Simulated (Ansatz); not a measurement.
**CHN (singlet): from Hartree-Fock to the top rungs at a displaced geometry (v1), cc-pVTZ**

An exercise on one series of results from a longer session: the logs are not shown, and one member is left open.

Program: Ansatz 0.2.0, Gaussian basis. Level of theory: cc-pVTZ, core rule «outside noble gas», up to 2 orbitals frozen. These are calculated values, not measurements.

To be run: UHF; CCSD(T) on RHF; BCCD(T) on RHF; CCSDT(Q) on RHF; CASSCF and NEVPT2, 10 electrons in 9 orbitals.

13 further runs of the same task are left out: 5 that didn't finish, 8 set aside as unsound or not needed. Runs told in other sessions of the task aren't counted.

## The system

The geometry is a PBE0/def2-TZVP stationary point (not a proven minimum) with its atoms shifted at random (size 0.040 Å).

3 atoms, charge 0, spin multiplicity 1.

Atoms are counted from 1 here; the program's logs count them from 0.

Bond lengths: N1–C2 1.175 Å, N1–H3 0.945 Å. Angles: C2–N1–H3 176.6°.

Coordinates:

```
atom    x (Å)    y (Å)    z (Å)
  N1  -0.0154  -0.0090   0.0771
  C2  -0.0163  -0.0252  -1.0975
  H3   0.0317   0.0342   1.0204
```

The first run:

File in.yaml:

```yaml
crystal:
  periodic: [false, false, false]
  atoms:
    - {symbol: N, position_ang: [-0.015433, -0.009008, 0.077133]}
    - {symbol: C, position_ang: [-0.016266, -0.025151, -1.097488]}
    - {symbol: H, position_ang: [0.031698, 0.034159, 1.020355]}
basis:
  gaussian: {orbitals: cc-pVTZ}
magnetization: {spin_polarized: true, initial_magnetization: 0}
hamiltonian: {xc: hf}
output: {orbitals: {seedname: orbitals}}
```

On the command line:

```bash
> ansatz run in.yaml --threads 1 --pin off --events-out ev --progress --plain --max-ram 2393MiB
```

Among the steps run: UHF; CCSD(T) on RHF; BCCD(T) on RHF; CCSDT(Q) on RHF; CASSCF and NEVPT2, 10 electrons in 9 orbitals.

One table of the session follows, with a row left open; its other results are not shown here.

```
        method  from RCCSDT(Q) (kJ/mol)
           RHF                   +944.8
          RMP2                    +72.8
         RCCSD                    +48.6
      RCCSD(T)                     +3.4
       BCCD(T)                        ?
        RCCSDT                     +2.9
     RCCSDT(Q)                        0
CASSCF valence                   +579.2
NEVPT2 valence                   +110.3
```

**Question.** Estimate the row for BCCD(T).

As computed: from RCCSDT(Q) (kJ/mol): +3.2. In the column «from RCCSDT(Q) (kJ/mol)» it lies between RCCSDT (+2.9) and RCCSD(T) (+3.4).
